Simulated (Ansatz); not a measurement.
Process, species as SMILES: [N]=O (N-O) → N atom + O atom
B3LYP-D3(BJ)/def2-TZVP geometries, fixed; electronic energies without zero-point terms.

Energies in hartree at MP2 with Ansatz (a quantum-chemistry and plane-wave program); the atomisation energy is their sum with the coefficients shown, times 627.509 kcal/mol a hartree. All functions are spherical. Cores are frozen. Open shells are unrestricted. No added dispersion term, no relativity.

```tsv
species	coefficient	part	cc-pVDZ	cc-pVTZ	cc-pVQZ
[N]=O (N-O)	-1	Hartree-Fock	-129.26108	-129.29743	-129.30715
[N]=O (N-O)	-1	correlation	-0.31617	-0.39574	-0.42519
N atom	+1	Hartree-Fock	-54.39111	-54.40069	-54.40372
N atom	+1	correlation	-0.07074	-0.09593	-0.10388
O atom	+1	Hartree-Fock	-74.79217	-74.81176	-74.81729
O atom	+1	correlation	-0.10196	-0.14315	-0.15759
```

Task: Predict the atomisation energy in cc-pV5Z (X = 5): let each Hartree-Fock step shrink by the ratio of the last two, and fit each correlation energy at X = 3 and 4 to E + A/X^3. Compare with the run.

Result: 
- [N]=O (N-O): steps -0.03635 and -0.00972, ratio 0.267, so Hartree-Fock -129.30975 (run: -129.30949); A = (-0.39574 - (-0.42519))/(1/27 - 1/64) = 1.3754, correlation -0.42519 - A/64 + A/125 = -0.43568 (run: -0.43743).
- N atom: steps -0.00958 and -0.00303, ratio 0.316, so Hartree-Fock -54.40468 (run: -54.40444); A = (-0.09593 - (-0.10388))/(1/27 - 1/64) = 0.3713, correlation -0.10388 - A/64 + A/125 = -0.10671 (run: -0.10709).
- O atom: steps -0.01959 and -0.00553, ratio 0.282, so Hartree-Fock -74.81885 (run: -74.81878); A = (-0.14315 - (-0.15759))/(1/27 - 1/64) = 0.6744, correlation -0.15759 - A/64 + A/125 = -0.16273 (run: -0.16368).
Predicted 158.42 kcal/mol; the run in cc-pV5Z gives 158.72, a miss of -0.29. Keeping the value in cc-pVQZ, 156.79, would miss by -1.93. All sums are of the energies as printed.
